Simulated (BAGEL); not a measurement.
# C2H6Si (vinylsilane) at HF/6-311+G(d,p) (density fitting with qzvpp-jkfit)

Aim: the vertical ionisation energy of C2H6Si (vinylsilane) at HF/6-311+G** (density fitting with qzvpp-jkfit), from 2 runs. 

The calculation is run with BAGEL 1.2.2.

## 1. The structure to begin with

C2H6Si has 9 atoms, charge 0, and is taken as a singlet. As SMILES, `C=C[SiH3]`. The shape is that of a PBE0-D4/def2-TZVP optimisation.

Bond lengths: C1–C2 1.330 Å, C2–Si3 1.859 Å, C1–H4 1.087 Å, C1–H5 1.087 Å, C2–H6 1.089 Å, Si3–H7 1.488 Å, Si3–H8 1.487 Å, Si3–H9 1.488 Å. Some angles: C1–C2–Si3 123.1°, C1–C2–H6 118.1°, Si3–C2–H6 118.8°, C2–C1–H4 121.7°, C2–C1–H5 122.2°, C2–Si3–H7 110.8°, C2–Si3–H8 109.0°, C2–Si3–H9 110.8°, H4–C1–H5 116.1°, H7–Si3–H8 109.3°.

## 2. The energy at HF/6-311+G(d,p) (density fitting with qzvpp-jkfit)

Contents of input.json:

```json
{ "bagel": [

{
  "title": "molecule",
  "basis": "6-311+gss.json",
  "df_basis": "qzvpp-jkfit",
  "angstrom": true,
  "geometry": [
    { "atom": "C", "xyz": [   -0.713700,    0.870200,   -1.048300 ] },
    { "atom": "C", "xyz": [   -0.071300,    0.712500,    0.105600 ] },
    { "atom": "Si", "xyz": [    0.560600,   -0.932000,    0.700100 ] },
    { "atom": "H", "xyz": [   -0.905700,    0.033000,   -1.713900 ] },
    { "atom": "H", "xyz": [   -1.076700,    1.838600,   -1.381500 ] },
    { "atom": "H", "xyz": [    0.089400,    1.592000,    0.727600 ] },
    { "atom": "H", "xyz": [    2.035800,   -0.893900,    0.893800 ] },
    { "atom": "H", "xyz": [    0.223400,   -1.972400,   -0.307300 ] },
    { "atom": "H", "xyz": [   -0.053200,   -1.294300,    2.006700 ] }
  ]
},
{ "title": "hf" },
{ "title": "print", "file": "orbitals.molden", "orbitals": true }

]}
```

The basis set 6-311+G** is read from a file made from the Basis Set Exchange's data (not shown).

Launch:

```sh
$ BAGEL_NUM_THREADS=1 BAGEL input.json > input.out
```

Standard output:

```text
* using 1 threads per process

  ===============================================================
  ===============================================================

  *** Geometry ***

  { "atom" : "C", "xyz" : [     -1.348698,      1.644440,     -1.981000 ] },
  { "atom" : "C", "xyz" : [     -0.134737,      1.346430,      0.199555 ] },
  { "atom" : "Si", "xyz" : [      1.059380,     -1.761225,      1.322997 ] },
  { "atom" : "H", "xyz" : [     -1.711525,      0.062361,     -3.238802 ] },
  { "atom" : "H", "xyz" : [     -2.034668,      3.474450,     -2.610657 ] },
  { "atom" : "H", "xyz" : [      0.168942,      3.008444,      1.374965 ] },
  { "atom" : "H", "xyz" : [      3.847104,     -1.689226,      1.689037 ] },
  { "atom" : "H", "xyz" : [      0.422165,     -3.727296,     -0.580713 ] },
  { "atom" : "H", "xyz" : [     -0.100533,     -2.445873,      3.792113 ] },

  Number of auxiliary basis functions:      386

  Since a DF basis is specified, we compute 2- and 3-index integrals:
    o Being stored without compression. Storage requirement is 0.037 GB

  Number of basis functions:      110
  Number of electrons      :       32

    * METHOD: MOLECULE                             0.20

  *** RHF ***

  === Nuclear Repulsion ===
    98.3219083629

      * DIIS with orbital gradients will be used.

  === RHF iteration (6-311+gss.json) ===
      0       -367.95791714          0.02136778           0.06
      1       -368.11802231          0.01040562           0.06
      2       -368.15728235          0.00154825           0.05
      3       -368.15893329          0.00029831           0.05
      4       -368.15897552          0.00010517           0.06
      5       -368.15898174          0.00001900           0.05
      6       -368.15898214          0.00000791           0.06
      7       -368.15898219          0.00000300           0.08
      8       -368.15898220          0.00000079           0.06
      9       -368.15898220          0.00000020           0.06
     10       -368.15898220          0.00000008           0.06
     11       -368.15898220          0.00000002           0.05
     12       -368.15898220          0.00000001           0.06
    * SCF iteration converged.

    * Permanent dipole moment:
           (    0.118916,    -0.215582,     0.145974) a.u.

    * METHOD: HF                                   0.94

    * METHOD: PRINT                                0.03

  ===============================================================
```

Run time: 1.3 s. Hardware: 1 thread of Arm Neoverse V1, shared host; peak memory 0.12 GiB.

## 3. The doublet cation

Contents of hf.json:

```json
{ "bagel": [

{
  "title": "molecule",
  "basis": "6-311+gss.json",
  "df_basis": "qzvpp-jkfit",
  "angstrom": true,
  "geometry": [
    { "atom": "C", "xyz": [      -0.713700,       0.870200,      -1.048300 ] },
    { "atom": "C", "xyz": [      -0.071300,       0.712500,       0.105600 ] },
    { "atom": "Si", "xyz": [       0.560600,      -0.932000,       0.700100 ] },
    { "atom": "H", "xyz": [      -0.905700,       0.033000,      -1.713900 ] },
    { "atom": "H", "xyz": [      -1.076700,       1.838600,      -1.381500 ] },
    { "atom": "H", "xyz": [       0.089400,       1.592000,       0.727600 ] },
    { "atom": "H", "xyz": [       2.035800,      -0.893900,       0.893800 ] },
    { "atom": "H", "xyz": [       0.223400,      -1.972400,      -0.307300 ] },
    { "atom": "H", "xyz": [      -0.053200,      -1.294300,       2.006700 ] }
  ]
},

{
  "title": "uhf",
  "charge": 1,
  "nopen": 1
},

{
  "title": "print",
  "file": "orbitals.molden",
  "orbitals": true
}

]}
```

The basis set 6-311+G** is read from a file made from the Basis Set Exchange's data (not shown).

Launch:

```sh
$ BAGEL_NUM_THREADS=1 BAGEL hf.json > hf.out
```

Standard output:

```text
* using 1 threads per process

  ===============================================================
  ===============================================================

  *** Geometry ***

  { "atom" : "C", "xyz" : [     -1.348698,      1.644440,     -1.981000 ] },
  { "atom" : "C", "xyz" : [     -0.134737,      1.346430,      0.199555 ] },
  { "atom" : "Si", "xyz" : [      1.059380,     -1.761225,      1.322997 ] },
  { "atom" : "H", "xyz" : [     -1.711525,      0.062361,     -3.238802 ] },
  { "atom" : "H", "xyz" : [     -2.034668,      3.474450,     -2.610657 ] },
  { "atom" : "H", "xyz" : [      0.168942,      3.008444,      1.374965 ] },
  { "atom" : "H", "xyz" : [      3.847104,     -1.689226,      1.689037 ] },
  { "atom" : "H", "xyz" : [      0.422165,     -3.727296,     -0.580713 ] },
  { "atom" : "H", "xyz" : [     -0.100533,     -2.445873,      3.792113 ] },

  Number of auxiliary basis functions:      386

  Since a DF basis is specified, we compute 2- and 3-index integrals:
    o Being stored without compression. Storage requirement is 0.037 GB

  Number of basis functions:      110
  Number of electrons      :       32

    * METHOD: MOLECULE                             0.19

  *** Open-shell HF ***

  === Nuclear Repulsion ===
    98.3219083629

      * DIIS with orbital gradients will be used.

  === UHF iteration (6-311+gss.json) ===
      0       -367.56793844          0.03960735           0.15
      1       -367.72903125          0.02711311           0.11
      2       -367.79276175          0.01325267           0.12
      3       -367.81847348          0.00353330           0.11
      4       -367.82721163          0.00173631           0.13
      5       -367.83050326          0.00064033           0.11
      6       -367.83086559          0.00015168           0.11
      7       -367.83099366          0.00005756           0.14
      8       -367.83105396          0.00003321           0.13
      9       -367.83107597          0.00001602           0.11
     10       -367.83108485          0.00000587           0.12
     11       -367.83108544          0.00000191           0.11
     12       -367.83108545          0.00000078           0.11
     13       -367.83108546          0.00000059           0.11
     14       -367.83108546          0.00000028           0.11
     15       -367.83108546          0.00000012           0.11
     16       -367.83108546          0.00000005           0.11
     17       -367.83108546          0.00000004           0.11
     18       -367.83108546          0.00000003           0.12
     19       -367.83108546          0.00000002           0.13
     20       -367.83108546          0.00000001           0.12
    * SCF iteration converged.

    * S^2 (UHF) is 0.7552

    * Permanent dipole moment:
           (    0.705554,    -1.337202,     0.845323) a.u.

    * METHOD: UHF                                  2.69

    * METHOD: PRINT                                0.03

  ===============================================================
```

It took 3.3 s on 1 thread of Arm Neoverse V1, shared host; peak memory 0.12 GiB.

## 4. What came out

At HF/6-311+G** (density fitting with qzvpp-jkfit):

| quantity | value |
| --- | --- |
| singlet C2H6Si: total energy | -368.15898 Eh |
| singlet C2H6Si: dipole moment | 0.73 D |
| singlet C2H6Si: HOMO energy | -10.38 eV |
| singlet C2H6Si: LUMO energy | 1.63 eV |
| singlet C2H6Si: HOMO–LUMO gap | 12.00 eV |
| doublet cation: total energy | -367.83109 Eh |
| doublet cation: ⟨S²⟩ | 0.755 |
| vertical ionisation energy (to the doublet cation) | 8.923 eV |

What this shows: Removing an electron at fixed nuclei costs 8.92 eV (861 kJ/mol). −ε(HOMO) before ionisation, 10.38 eV, is 1.46 eV above this ionisation energy.
